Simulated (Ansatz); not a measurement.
**C₃H₄FN: one species, many methods**

How much do the methods differ for C₃H₄FN? The plan is to run it at one geometry with functionals of several rungs and with coupled cluster, and see how far each lands from CCSD(T) at the basis-set limit for the atomisation energy.

Computed with Ansatz 0.2.0, Gaussian basis. Level: functionals in def2-TZVPP, the program's frozen cores in correlated methods.

The runs, in order: LDA (SPW92), PBE-D4, revPBE-D4, BLYP-D4, r2SCAN-D4, B97M-V, PBE0-D4, B3LYP-D4, r2SCANh-D4, r2SCAN0-D4, HSE06-D4, BHLYP-D4, CAM-B3LYP-D4, LC-ωPBE, ωB97X-V, ωB97M-V, B2PLYP, PBE-QIDH; CCSD(T)/def2-SVP; CCSD(T)/def2-TZVPP; MP2/def2-QZVPP; extrapolation to the limit; RPA on PBE.

## Step 1: Structure used throughout

The geometry comes from an earlier relaxation with PBE0-D4 in a triple-zeta def2 set; it is a stationary point, not always the lowest conformer.

9 atoms, charge 0, spin multiplicity 1.

Atoms are counted from 1 here; the program's logs count them from 0.

Bond lengths: F1–C2 1.370 Å, C2–C3 1.499 Å, C2–C5 1.541 Å, C2–H6 1.094 Å, C3–N4 1.280 Å, C3–H7 1.088 Å, N4–C5 1.489 Å, C5–H8 1.092 Å, C5–H9 1.090 Å. Angles: F1–C2–C3 118.3°, F1–C2–C5 117.5°, F1–C2–H6 108.2°, C3–C2–C5 81.7°, C3–C2–H6 114.6°, C5–C2–H6 114.8°, C2–C3–N4 98.2°, C2–C3–H7 134.6°, N4–C3–H7 127.0°, C3–N4–C5 91.5°, C2–C5–N4 88.0°, C2–C5–H8 118.0°, C2–C5–H9 113.3°, N4–C5–H8 114.1°, N4–C5–H9 111.8°, H8–C5–H9 110.1°.

## Step 2: LDA

This LDA is Slater exchange with PW92 correlation.

Contents of in.yaml:

```yaml
crystal:
  periodic: [false, false, false]
  atoms:
    - {symbol: F, position_ang: [-1.528387, -0.184962, 1.115567]}
    - {symbol: C, position_ang: [-0.416927, 0.339754, 0.509268]}
    - {symbol: C, position_ang: [0.887512, -0.379999, 0.671887]}
    - {symbol: N, position_ang: [1.146097, -0.572273, -0.566564]}
    - {symbol: C, position_ang: [-0.176602, -0.020345, -0.969994]}
    - {symbol: H, position_ang: [-0.378383, 1.410212, 0.733167]}
    - {symbol: H, position_ang: [1.519071, -0.636007, 1.520464]}
    - {symbol: H, position_ang: [-0.118110, 0.796182, -1.692968]}
    - {symbol: H, position_ang: [-0.845771, -0.798761, -1.337927]}
basis:
  gaussian: {orbitals: def2-TZVPP}
hamiltonian: {xc: lda}
output: {orbitals: {seedname: orbitals}}
```

Launch:

```sh
$ ansatz run in.yaml --threads 2 --pin off --events-out ev --progress --plain --max-ram 4352MiB
```

Further steps of the session: PBE-D4 (GGA); revPBE-D4 (GGA); BLYP-D4 (GGA); r2SCAN-D4 (meta-GGA); B97M-V (meta-GGA); PBE0-D4 (hybrid); B3LYP-D4 (hybrid); r2SCANh-D4 (hybrid); r2SCAN0-D4 (hybrid); HSE06-D4 (hybrid); BHLYP-D4 (hybrid); CAM-B3LYP-D4 (range-separated); LC-ωPBE (range-separated); ωB97X-V (range-separated); ωB97M-V (range-separated); B2PLYP (double hybrid); PBE-QIDH (double hybrid); CCSD(T) in def2-SVP; CCSD(T) in def2-TZVPP; MP2 in def2-QZVPP; RPA on PBE orbitals.

Q: Predict the results of all the runs planned. Wanted: atomisation energy, CCSD(T)/CBS; farthest beyond LDA; mean size of error, GGA; mean size of error, meta-GGA; mean size of error, hybrid; mean size of error, range-separated; mean size of error, double hybrid; gap, smallest and largest; T1 diagnostic.

The runs gave:

| quantity | value |
| --- | --- |
| atomisation energy, CCSD(T)/CBS | 38.257 eV |
| functionals within 0.191 eV (0.5 %) | r2SCAN-D4, B97M-V, B3LYP-D4, PBE-QIDH |
| farthest beyond LDA | PBE-D4 (+1.736 eV) |
| mean size of error, GGA | 0.878 eV |
| mean size of error, meta-GGA | 0.111 eV |
| mean size of error, hybrid | 0.634 eV |
| mean size of error, range-separated | 0.311 eV |
| mean size of error, double hybrid | 0.151 eV |
| gap, smallest and largest | 4.18 eV (LDA (SPW92)), 12.31 eV (LC-ωPBE) |
| T1 diagnostic | 0.0115 |
| triples share of the correlation energy | 4.1 % |

What this shows: LDA overbinds by 6.930 eV (18 %). PBE-D4 misses by +1.736 eV. Double hybrids carry the basis error of their MP2 part in triple zeta, and no dispersion term here, so their miss is partly the set-up's. The rungs meta-GGA, double hybrid miss on average by less than the doubt on the reference (0.191 eV), so they tie; GGA functionals have the largest mean beyond LDA (0.878 eV). The reference freezes the cores and leaves out relativity and excitations past (T), so misses under about 0.191 eV can't be ranked. Hartree-Fock recovers 69 % of the binding; the rest is correlation. CCSD(T) in def2-SVP is off by -1.865 eV, more than most functionals: a good method in a small basis is no reference. The gap grows from 4.2 to 12.3 eV across the functionals, mostly with the share of exact exchange. The restricted reference is unstable towards a spin-broken one.
